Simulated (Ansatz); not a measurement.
Task: a ladder of methods at one geometry of C₄H₆S, SMILES C=CSC=C, with Ansatz 0.2.0 through its Python package. Give the script and its output. Settings (for the species named): HSE06, cc-pVDZ basis, multiplicity 1. The script varies functional: hse06, r2scan, hf, lc_wpbe.

`methods_c4h6s.py`:
```python
'''One geometry of C4H6S, method by method.'''

from pathlib import Path
import argparse
import warnings

import ansatz as az
import numpy as np
from rdkit import Chem
from rdkit.Chem import AllChem

parser = argparse.ArgumentParser(description='One geometry of C4H6S, method by method.')
parser.add_argument('--basis', default='cc-pVDZ', help='Gaussian basis set')
args = parser.parse_args()

warnings.simplefilter('ignore', az.DeckWarning)

# a force-field geometry from the SMILES
rd = Chem.AddHs(Chem.MolFromSmiles('C=CSC=C'))
AllChem.EmbedMolecule(rd, randomSeed=299)
AllChem.UFFOptimizeMolecule(rd)
mol = az.Crystal.molecule()
for atom, xyz in zip(rd.GetAtoms(), rd.GetConformer().GetPositions()):
    mol = mol.atom(atom.GetSymbol(), xyz.round(5).tolist())

setup = mol.calculation().basis(gaussian=args.basis)

print('functional    E (Ha)        dipole (D)   HOMO (eV)  LUMO (eV)')
for name in ['hse06', 'r2scan', 'hf', 'lc_wpbe']:
    rep = setup.functional(name).forces().orbitals().run(threads=1, backend='cpu', runs_dir='runs').report
    lines = Path(rep['orbitals_path']).read_text().splitlines()
    field_of = lambda key: [line.split('=')[1].strip() for line in lines if line.startswith(key)]
    orbitals = [(27.211386 * float(e), s, float(n)) for e, s, n in zip(field_of('Ene='), field_of('Spin='), field_of('Occup='))]
    homo = max(e for e, _, n in orbitals if n > 0.5)
    lumo = min(e for e, _, n in orbitals if n < 0.5)
    dipole = 4.803205 * np.linalg.norm(rep['charge_distribution']['dipole_moment_e_ang'])
    print(f'{name:10s} {rep["free_energy_ev"] / 27.211386246:14.6f} {dipole:9.3f} {homo:11.3f} {lumo:10.3f}')
```

```console
$ python methods_c4h6s.py
functional    E (Ha)        dipole (D)   HOMO (eV)  LUMO (eV)
hse06         -553.819263     1.661      -6.262     -0.994
r2scan        -554.042278     1.685      -5.665     -1.474
hf            -552.440783     1.789      -9.624      3.370
lc_wpbe       -553.935966     1.726      -9.431      1.739
```

The settings weren't tested for convergence. The geometry is a force-field or estimated start, not a minimum of this method, and the basis set is short of its limit. A lower total doesn't mark the better method: functionals have no common bound, and MP2 and coupled cluster aren't variational. Levels such as HOMO and LUMO are orbital energies: with these approximate functionals they aren't the ionisation energy and electron affinity, and their gap isn't the fundamental gap. For Al to Cl the sets with a tight d function, cc-pV(X+d)Z, are usual. hse06 follows the composition of plane-wave codes, whose totals differ by tens of mHa, up to about 0.1 Ha, from the form usual in Gaussian-basis programs (wpbeh). The whole script took 20 s on 1 thread of Arm Neoverse V1, on a shared host, peak memory 0.33 GiB.
